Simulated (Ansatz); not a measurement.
Worked example: C3H6N → CN + C2H6

Species: C3H6N `C=C[N]C`, doublet; CN, doublet; C2H6 (ethane) `CC`, singlet. 

Shapes, held fixed at every level: PBE0-D4/def2-TZVP. Flexible molecules stand in one conformer, not always the lowest. Programs: Ansatz 0.2.0. The zero-point and thermal change to 298 K, harmonic and unscaled (PBE0-D4/def2-TZVP), is -3.9 kJ/mol.

At B2PLYP/def2-TZVPP; 1 Eh = 2625.50 kJ/mol:

```
species  energy (Eh)
  C3H6N  -172.519655
     CN   -92.682078
   C2H6   -79.773405
```

Problem. Work out ΔH(298 K) of the reaction at this level.

Solution. 
1. Products less reactants: (-92.682078) + (-79.773405) − [(-172.519655)] = 0.064172 Eh = +168.5 kJ/mol.
2. With the thermal change: +168.5 + (-3.9) = +164.6 kJ/mol.

Other levels give +174.3 (HF/def2-SVP) to +214.8 kJ/mol (r2SCAN0-D4/def2-TZVPP). No measured value is set beside it here. Spin contamination: C3H6N (⟨S²⟩ up to 0.96), CN (⟨S²⟩ up to 1.11). Open shells run unrestricted unless RO is named.
